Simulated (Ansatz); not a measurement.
# Nudged elastic band run: C3H6OS

Input file:

```yaml
crystal:
  periodic: [false, false, false]
  atoms:
    - { symbol: C, position_ang: [-1.210067, 0.576335, 0.600815] }
    - { symbol: C, position_ang: [0.094228, 0.050252, 0.008806] }
    - { symbol: O, position_ang: [1.262355, 0.837923, 0.180111] }
    - { symbol: C, position_ang: [0.197375, -1.112369, -0.663955] }
    - { symbol: S, position_ang: [1.689246, -1.744311, -1.354421] }
    - { symbol: H, position_ang: [-2.028297, -0.122131, 0.388965] }
    - { symbol: H, position_ang: [-1.13396, 0.694556, 1.693352] }
    - { symbol: H, position_ang: [-1.475424, 1.556062, 0.17311] }
    - { symbol: H, position_ang: [0.930623, 1.62804, 0.725969] }
    - { symbol: H, position_ang: [-0.689472, -1.730618, -0.809427] }
    - { symbol: H, position_ang: [2.428793, -0.690839, -0.922726] }
basis:
  gaussian: { orbitals: STO-3G }
hamiltonian:
  xc: pbe0
neb:
  order_check: false
  images: 5
  f_tol: 0.05
  max_iterations: 60
  initial_path: idpp
  optimiser: lbfgs
  climbing: immediate
  final_atoms:
    - { symbol: C, position_ang: [-1.24610089, 0.57207624, 0.60638991] }
    - { symbol: C, position_ang: [0.16775748, 0.26547386, 0.11713529] }
    - { symbol: O, position_ang: [1.1861462, 1.20341692, 0.41567252] }
    - { symbol: C, position_ang: [0.48652978, -0.84540249, -0.57565341] }
    - { symbol: S, position_ang: [2.1274565, -1.19532107, -1.13457528] }
    - { symbol: H, position_ang: [-1.93390624, -0.22641296, 0.30415477] }
    - { symbol: H, position_ang: [-1.27793326, 0.6555622, 1.70417884] }
    - { symbol: H, position_ang: [-1.61492687, 1.52075115, 0.18553893] }
    - { symbol: H, position_ang: [0.68886129, 1.92244572, 0.93580729] }
    - { symbol: H, position_ang: [-0.296959, -1.56876839, -0.80507227] }
    - { symbol: H, position_ang: [1.77847502, -2.36092119, -1.73297759] }
```

Command:

```bash
$ ansatz run input.yaml --threads 1 --pin off --max-ram 2048MiB --backend cpu --events-out ev --progress --plain --runs-dir out
```

Output, in part (warnings, iteration lines, the closing report on the highest movable image, with atoms numbered from 0):

```
NEB end point (image 0): max|allowed force component| = 8.913e-3 eV/Å (the criterion of neb.relax_end_points is 1.000e-2)
NEB end point (image 6): max|allowed force component| = 1.382e-2 eV/Å (the criterion of neb.relax_end_points is 1.000e-2)
NEB iter   1: max|band force component| = 3.924e-1 eV/Å  barrier→ = 0.2650 eV  barrier← = 0.1687 eV  CI = image 3  Δτ_max = 0.0077 Å  (158 SCF iters)
NEB iter   2: max|band force component| = 3.442e-1 eV/Å  barrier→ = 0.2564 eV  barrier← = 0.1600 eV  CI = image 3  Δτ_max = 0.0090 Å  (126 SCF iters)
NEB iter   3: max|band force component| = 3.173e-1 eV/Å  barrier→ = 0.2491 eV  barrier← = 0.1528 eV  CI = image 3  Δτ_max = 0.0307 Å  (117 SCF iters)
NEB iter   4: max|band force component| = 8.937e-1 eV/Å  barrier→ = 0.2405 eV  barrier← = 0.1441 eV  CI = image 3  Δτ_max = 0.0151 Å  (134 SCF iters)
NEB iter   5: max|band force component| = 1.125e0 eV/Å  barrier→ = 0.2399 eV  barrier← = 0.1435 eV  CI = image 3  Δτ_max = 0.0081 Å  (129 SCF iters)
NEB iter   6: max|band force component| = 1.263e-1 eV/Å  barrier→ = 0.2392 eV  barrier← = 0.1428 eV  CI = image 3  Δτ_max = 0.0010 Å  (120 SCF iters)
NEB iter   7: max|band force component| = 1.194e-1 eV/Å  barrier→ = 0.2389 eV  barrier← = 0.1425 eV  CI = image 3  Δτ_max = 0.0137 Å  (85 SCF iters)
NEB iter   8: max|band force component| = 3.204e-1 eV/Å  barrier→ = 0.2373 eV  barrier← = 0.1409 eV  CI = image 3  Δτ_max = 0.0058 Å  (129 SCF iters)
NEB iter   9: max|band force component| = 3.913e-1 eV/Å  barrier→ = 0.2370 eV  barrier← = 0.1407 eV  CI = image 3  Δτ_max = 0.0073 Å  (109 SCF iters)
NEB iter  10: max|band force component| = 4.610e-1 eV/Å  barrier→ = 0.2369 eV  barrier← = 0.1405 eV  CI = image 3  Δτ_max = 0.0036 Å  (112 SCF iters)
NEB iter  11: max|band force component| = 6.726e-2 eV/Å  barrier→ = 0.2369 eV  barrier← = 0.1405 eV  CI = image 3  Δτ_max = 0.0005 Å  (95 SCF iters)
NEB iter  12: max|band force component| = 6.523e-2 eV/Å  barrier→ = 0.2368 eV  barrier← = 0.1404 eV  CI = image 3  Δτ_max = 0.0070 Å  (81 SCF iters)
NEB iter  13: max|band force component| = 1.819e-1 eV/Å  barrier→ = 0.2362 eV  barrier← = 0.1398 eV  CI = image 3  Δτ_max = 0.0034 Å  (106 SCF iters)
NEB iter  14: max|band force component| = 2.139e-1 eV/Å  barrier→ = 0.2361 eV  barrier← = 0.1397 eV  CI = image 3  Δτ_max = 0.0042 Å  (97 SCF iters)
NEB iter  15: max|band force component| = 2.815e-1 eV/Å  barrier→ = 0.2360 eV  barrier← = 0.1396 eV  CI = image 3  Δτ_max = 0.0052 Å  (99 SCF iters)
NEB iter  16: max|band force component| = 3.612e-1 eV/Å  barrier→ = 0.2359 eV  barrier← = 0.1395 eV  CI = image 3  Δτ_max = 0.0028 Å  (107 SCF iters)
NEB iter  17: max|band force component| = 5.405e-2 eV/Å  barrier→ = 0.2359 eV  barrier← = 0.1395 eV  CI = image 3  Δτ_max = 0.0004 Å  (93 SCF iters)
NEB iter  18: max|band force component| = 5.398e-2 eV/Å  barrier→ = 0.2359 eV  barrier← = 0.1395 eV  CI = image 3  Δτ_max = 0.0088 Å  (81 SCF iters)
NEB iter  19: max|band force component| = 2.386e-1 eV/Å  barrier→ = 0.2352 eV  barrier← = 0.1388 eV  CI = image 3  Δτ_max = 0.0044 Å  (104 SCF iters)
NEB iter  20: max|band force component| = 2.865e-1 eV/Å  barrier→ = 0.2351 eV  barrier← = 0.1388 eV  CI = image 3  Δτ_max = 0.0022 Å  (99 SCF iters)
NEB iter  21: max|band force component| = 4.559e-2 eV/Å  barrier→ = 0.2351 eV  barrier← = 0.1388 eV  CI = image 3  Δτ_max = 0.0517 Å  (94 SCF iters)
NEB iter  22: max|band force component| = 6.736e-2 eV/Å  barrier→ = 0.2329 eV  barrier← = 0.1365 eV  CI = image 3  Δτ_max = 0.0561 Å  (27 SCF iters)
NEB iter  23: max|band force component| = 7.021e-2 eV/Å  barrier→ = 0.2327 eV  barrier← = 0.1363 eV  CI = image 3  Δτ_max = 0.0216 Å  (133 SCF iters)
NEB iter  24: max|band force component| = 7.051e-2 eV/Å  barrier→ = 0.2326 eV  barrier← = 0.1362 eV  CI = image 3  Δτ_max = 0.0057 Å  (116 SCF iters)
NEB iter  25: max|band force component| = 1.038e-2 eV/Å  barrier→ = 0.2326 eV  barrier← = 0.1362 eV  CI = image 3  Δτ_max = 0.0000 Å  (215 SCF iters)
Total energy: -15894.17487448 eV, -584.1001531784 hartree
Atom 0 at    -1.218051     0.587408     0.617541 Å, force    -0.000636     0.000916    -0.000611 eV/Å
Atom 1 at     0.148340     0.046631     0.189312 Å, force     0.001486    -0.002487     0.002408 eV/Å
Atom 2 at     1.286198     0.689704     0.715347 Å, force    -0.000346     0.000293    -0.000104 eV/Å
Atom 3 at     0.301631    -0.987576    -0.661897 Å, force    -0.001686     0.001598    -0.000756 eV/Å
Atom 4 at     1.884661    -1.660764    -1.111021 Å, force     0.000345     0.000066    -0.000226 eV/Å
Atom 5 at    -2.018652     0.017573     0.131697 Å, force     0.000167    -0.000706     0.000769 eV/Å
Atom 6 at    -1.347441     0.506371     1.707800 Å, force     0.000767     0.001024    -0.000134 eV/Å
Atom 7 at    -1.327057     1.646708     0.338669 Å, force    -0.000654    -0.000228    -0.001045 eV/Å
Atom 8 at     0.889601     1.403481     1.323056 Å, force     0.000046    -0.000399     0.000342 eV/Å
Atom 9 at    -0.603333    -1.465981    -1.049691 Å, force     0.000473     0.000051    -0.000625 eV/Å
Atom 10 at     2.069505    -0.840653    -2.180214 Å, force     0.000038    -0.000127    -0.000019 eV/Å
Dipole moment:    -0.366007     0.398683     0.133974 e Å
```

It converged. The band force fell under the threshold earlier too, but the program's further tests of the path sent the band on. Another band between the same ends (5 images) ends at a top of the same energy, where a vibrational analysis finds 1 clearly imaginary mode. Limits of this set-up: minimal basis.

Final band (atoms are numbered from 1 in the order of the input):

```
image  path coordinate (Å)  energy (kcal/mol)  dihedral C2–C4–S5–H11 (°)
    0                 0.00                0.0                          0
    1                 0.56                1.2                        -25
    2                 1.12                3.9                        -57
    3                 1.68                5.4                        -90
    4                 2.23                4.3                       -121
    5                 2.78                2.8                       -150
    6                 3.32                2.2                       -179
```

Run time: 4.6 min on 1 thread of Intel(R) Xeon(R) Platinum 8259CL CPU @ 2.50GHz (Skylake/Cascade Lake) (shared host), peak memory 0.12 GiB.
